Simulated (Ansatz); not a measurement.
1T (CdI2-type) CdI2 was calculated with HSE06+SOC in Ansatz (plane waves, PAW).

Numerical settings: plane-wave cutoff 460 eV, 6×6×4 k mesh (along the axes of the cell as run), Fermi–Dirac smearing 0.01 eV, PAW data made under PBE.

Cell (measured lattice):

```cif
data_CdI2
_chemical_formula_sum 'Cd1 I2'
_space_group_name_H-M_alt 'P-3m1'
_space_group_IT_number 164
_space_group_name_Hall '-P 3 2"'
_cell_length_a 4.24400
_cell_length_b 4.24400
_cell_length_c 6.85900
_cell_angle_alpha 90.000
_cell_angle_beta 90.000
_cell_angle_gamma 120.000
loop_
_atom_site_label
_atom_site_type_symbol
_atom_site_symmetry_multiplicity
_atom_site_Wyckoff_symbol
_atom_site_fract_x
_atom_site_fract_y
_atom_site_fract_z
_atom_site_occupancy
Cd1 Cd 1 a 0.00000 0.00000 0.00000 1
I1 I 2 d 0.66667 0.33333 0.24920 1
```

Q: Estimate the band gap and smallest direct gap on the k points sampled that the calculation returns.

A: 
- band gap: 3.00 eV (indirect)
- smallest direct gap on the k points sampled: 3.33 eV

Note: cell and atoms aren't relaxed at this level (pressure 1.1 GPa).

The computed numbers hold no vibrational or temperature effects.

The result took roughly 30 core-minutes.

Ansatz is a program for electronic structure.
